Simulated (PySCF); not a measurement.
Phosphorus pentafluoride, PF5.
Bonds: F1–P2, P2–F3, P2–F4, P2–F5, P2–F6.

A GFN2-xTB structure was refined with PBE0-D3(BJ)/def2-SVP geometry optimisation, gas phase in PySCF 2.14.0. Its GFN2-xTB values:

```
coordinate  GFN2-xTB
     F1–P2   1.613 Å
     P2–F3   1.564 Å
  F1–P2–F3     91.4°
  F1–P2–F6    179.5°
  F3–P2–F4    119.9°
```

Task: How do these coordinates change at the PBE0-D3(BJ)/def2-SVP level?

Result: 
```
coordinate  PBE0-D3(BJ)/def2-SVP (Å or °)  change
     F1–P2                          1.594  -0.019
     P2–F3                          1.568  +0.004
  F1–P2–F3                           90.0    -1.4
  F1–P2–F6                          180.0    +0.5
  F3–P2–F4                          120.0    +0.1
```

The energy falls by 0.020 eV over 14 energy and gradient evaluations, the largest force component goes from 0.0171 to 2.7e-04 Eh/bohr, and the atoms move by 0.019 Å rms after alignment. The bond that changes most is F1–P2 (ends: phosphorus-bound fluorine; phosphorus bonded to 5 F), which shortens by 0.019 Å. Bonds longer at the end by more than 0.005 Å: 2 of 5; shorter: 1. Rotational constants go from 3631, 3033, 3020 to 3604, 3034, 3033 MHz.

The run used 88 basis functions and 84 SCF cycles in all. On one thread of an Intel Xeon Platinum 8259CL at 2.50 GHz, shared host with 96 logical CPUs at a one-minute load of 44, this took 42 s wall and 0.38 GiB of memory at its peak.

No frequency check.
